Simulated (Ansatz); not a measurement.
HAlGa, doublet: reading a ladder of total energies

Geometry: a point of a stretch scan, not a stationary point.

```xyz
3

Al    0.0000    0.0000    0.2594
Ga    0.0000    0.0000   -2.1406
H     0.0000    0.0000    1.8812
```

Basis 6-31G (Cartesian d functions); Ansatz 0.2.0. Only valence electrons are correlated (noble-gas cores and the filled d shells of p-block atoms frozen), which leaves 7 electrons in 25 orbitals. Prefix R: restricted or restricted open-shell reference. No spin–orbit coupling is included, and no scalar relativity.

Full CI is exact within this basis and frozen core; it isn't the basis-set limit.

Runs differ by some tens of microhartree through their thresholds and, for an open shell, their frozen cores, so steps under 0.03 kcal/mol mean nothing.

```tsv
level	total energy (hartree)
RHF	-2165.323578
RMP2	-2165.378206
RCCSD	-2165.403417
RCCSD(T)	-2165.405267
RCCSDT	-2165.406092
RCCSDT(Q)	-2165.406214
full CI	-2165.406260
```

Question: What is the correlation energy at full CI, and what share of it do RMP2 and RCCSDT recover?

Answer: E(corr) = -2165.406260 − (-2165.323578) = -0.082682 hartree = -2.250 eV. RMP2: -0.054628 / -0.082682 = 66.07 %. RCCSDT: -0.082514 / -0.082682 = 99.80 %.

Question: By how many kcal/mol does RCCSD(T) miss full CI (1 hartree = 627.509 kcal/mol), and which steps make up the rest?

Answer: -2165.405267 − (-2165.406260) = 0.000993 hartree = 0.62 kcal/mol. Steps: RCCSDT − RCCSD(T) = -0.52, RCCSDT(Q) − RCCSDT = -0.08, full CI − RCCSDT(Q) = -0.03 kcal/mol. That is within 1 kcal/mol of the reference in this basis, which itself misses far more of the correlation at the basis-set limit.
